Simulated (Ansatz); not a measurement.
Density of states of LiMg2 (Amm2, a = 5.064 Å, b = 3.125 Å, c = 16.405 Å, α = 90.00°, β = 90.00°, γ = 90.00°), in states per eV and primitive cell, averaged over bins of 0.3 eV. Computed with DFT r2SCAN, scalar-relativistic, plane waves, PAW (Ansatz).

Settings: cutoff 500 eV, Γ-centred mesh 8×12×12 on the computed 6-atom cell, Gaussian smearing of 0.10 eV; no spin polarisation.

The cell is relaxed at this level. The states (both spins) are summed by tetrahedra on a 12×18×18 mesh at the self-consistent density. Energies are bin centres; the table starts no lower than −8 eV and ends at 6 eV, or lower where the solved bands end.

It is a metal at this level.

| E − E_F (eV) | total | Mg 3s | Li 2s |
| --- | --- | --- | --- |
| -6.50 | 0.36 | 0.28 | 0.07 |
| -6.20 | 0.67 | 0.54 | 0.12 |
| -5.90 | 0.69 | 0.57 | 0.11 |
| -5.60 | 0.78 | 0.67 | 0.10 |
| -5.30 | 0.92 | 0.74 | 0.17 |
| -5.00 | 1.00 | 0.78 | 0.20 |
| -4.70 | 1.12 | 0.89 | 0.21 |
| -4.40 | 1.35 | 1.07 | 0.25 |
| -4.10 | 1.28 | 1.02 | 0.22 |
| -3.80 | 1.29 | 0.99 | 0.24 |
| -3.50 | 1.42 | 1.07 | 0.27 |
| -3.20 | 1.42 | 1.05 | 0.26 |
| -2.90 | 1.51 | 1.06 | 0.29 |
| -2.60 | 1.63 | 0.99 | 0.43 |
| -2.30 | 1.85 | 1.02 | 0.54 |
| -2.00 | 1.85 | 0.92 | 0.54 |
| -1.70 | 2.13 | 0.97 | 0.60 |
| -1.40 | 2.24 | 0.88 | 0.59 |
| -1.10 | 2.05 | 0.64 | 0.53 |
| -0.80 | 2.37 | 0.70 | 0.57 |
| -0.50 | 2.39 | 0.63 | 0.50 |
| -0.20 | 2.53 | 0.53 | 0.41 |
| 0.10 | 2.44 | 0.47 | 0.31 |
| 0.40 | 2.11 | 0.41 | 0.20 |
| 0.70 | 1.86 | 0.39 | 0.13 |
| 1.00 | 1.71 | 0.43 | 0.12 |
| 1.30 | 2.03 | 0.51 | 0.17 |
| 1.60 | 2.18 | 0.51 | 0.24 |
| 1.90 | 2.83 | 0.51 | 0.37 |
| 2.20 | 3.01 | 0.38 | 0.36 |

The columns after the total are the Löwdin projections on the occupied valence shells of the potentials. The rest of the total lies in shells that are empty in the free atom, which aren't projected, and between the atoms.

Whether LiMg2 exists in this form wasn't checked.